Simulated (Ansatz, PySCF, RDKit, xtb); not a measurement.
**Solving AlSiH4F, step by step**

Task: start from the formula AlSiH4F, draw up candidate structures, narrow them down in stages, and characterise the one that lies lowest at 600 K.

Plan: many cheap relaxations first (GFN2-xTB), then density-functional screening, relaxation at PBE0-D4/def2-TZVP, vibrations and a final energy. The numbers are computed, not measured.

7 further runs of the same task are left out: 7 set aside as unsound or not needed.

**1. Candidates**

A program enumerates the bonding patterns with one Lewis structure each (two rings at most, one unusual centre or charged pair), with their diastereomers. O–O, O–halogen and N–halogen bonds and N–N–N chains are not drawn. That gives 4 candidates.

```tsv
label	SMILES	spin
c511	F[SiH2][AlH2]	singlet
c602	[F][AlH][SiH3]	singlet
c680	F[SiH+][AlH3-]	singlet
c829	[F][AlH2-][SiH2+]	singlet
```

Candidates are built by distance geometry, with a force field where one applies, in up to four conformers (letters a to d). 10 starts with atoms placed at random are added, to find patterns that the rules miss.

Q: Predict the outcome of this search (final energies at CCSD(T)/def2-TZVP).

| quantity | value |
| --- | --- |
| lowest structure found | [F][AlH][SiH3], singlet, Cs |
| next finalist | F[SiH2][AlH2], singlet, 20.8 kcal/mol higher in G |
| share at equilibrium, among the finalists | 100.0 % |
| harmonic wavenumbers, lowest and highest (PBE0-D4/def2-TZVP) | 14 and 2216 cm⁻¹ |
| rotational constants, same geometry | 0.6208, 0.09837, 0.08749 cm⁻¹ |
| dipole moment (PBE0/def2-TZVPD) | 1.40 D |
| HOMO energy (PBE0/def2-TZVPD) | -7.88 eV |
| LUMO energy (PBE0/def2-TZVPD) | -1.85 eV |
| HOMO–LUMO gap (PBE0/def2-TZVPD) | 6.03 eV |
| lowest excitation (TD-B3LYP/def2-SVPD) | 4.67 eV (f = 0.008) |
| strongest of the states computed, same level | 7.42 eV (f = 0.258) |
| lowest triplet excitation, same level, Tamm-Dancoff | 4.02 eV |
| vertical ionisation energy | 9.99 eV |
| vertical electron affinity | 0.31 eV |
| vertical triplet less singlet | +3.95 eV |

The search ends on `[F][AlH][SiH3]`. Among the finalists first place is clear (20.8 kcal/mol); structures outside the list aren't covered. GFN2-xTB, HF/STO-3G, r2SCAN-D4/def2-SVP, PBE0-D4/def2-TZVP, HF/def2-TZVP and MP2/def2-TZVP already put its bonding pattern lowest among the structures in one piece. The search is not exhaustive (a finite list of starts, one conformer a finalist), so a lower isomer can't be ruled out. Patterns outside the rules of the enumeration were met only by chance.
